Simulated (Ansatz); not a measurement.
# NaPH2 (quintet): from Hartree-Fock to the top rungs, def2-QZVPP

An exercise on one series of results from a longer session: the logs are not shown, and one member is left open.

The runs use Ansatz 0.2.0, Gaussian basis; def2-QZVPP, core rule «outside noble gas», up to 10 orbitals frozen.

To be run: UHF; ROHF; CCSD(T) on UHF.

2 further runs of the same task are left out: 2 set aside as unsound or not needed.

### What is computed

The geometry is a PBE0/def2-TZVP stationary point (not a proven minimum) of the parent state, kept for this charge and spin.

4 atoms, charge 0, spin multiplicity 5.

Atoms are counted from 1 here; the program's logs count them from 0.

Bond lengths: P1–H3 1.428 Å, P1–H4 1.422 Å. Angles: H3–P1–H4 92.2°.

Set-up of the first run:

File in.yaml:

```yaml
crystal:
  periodic: [false, false, false]
  atoms:
    - {symbol: P, position_ang: [0.000000, 0.043087, 1.485539]}
    - {symbol: Na, position_ang: [0.000000, -0.013997, -2.203989]}
    - {symbol: H, position_ang: [0.000000, 0.351389, 2.879640]}
    - {symbol: H, position_ang: [0.000000, -1.356203, 1.740145]}
basis:
  gaussian: {orbitals: "def2-QZVPP.json"}
magnetization: {spin_polarized: true, initial_magnetization: 4}
hamiltonian: {xc: hf}
output: {orbitals: {seedname: orbitals}}
```

Run with:

```console
$ ansatz run in.yaml --threads 1 --pin off --events-out ev --progress --plain --max-ram 2393MiB
```

Among the steps run: UHF; ROHF; CCSD(T) on UHF.

One table of the session follows, with a row left open; its other results are not shown here.

| method | from UCCSD(T) (kcal/mol) |
| --- | --- |
| ROHF | +101.05 |
| UHF | +98.12 |
| UMP2 | ? |
| UCCSD | +3.64 |
| UCCSD(T) | 0 |

**Question.** Estimate the row for UMP2.

As computed: from UCCSD(T) (kcal/mol): +19.45. In the column «from UCCSD(T) (kcal/mol)» it lies between UCCSD (+3.64) and UHF (+98.12).
